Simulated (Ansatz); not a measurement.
Species: CH$_{3}$, SMILES `[CH3]` (charge 0, multiplicity 2).

Give a relaxed geometry from Ansatz (a program for electronic structure) with PBE-D3(BJ)/def2-SVP.

the end point of this relaxation (outside a Z-matrix the atoms follow the SMILES, hydrogens last).
Z-matrix (Å, degrees):
```
C
H 1 1.0982
H 1 1.0982 2 120.00
H 1 1.0982 2 120.00 3 180.00
```
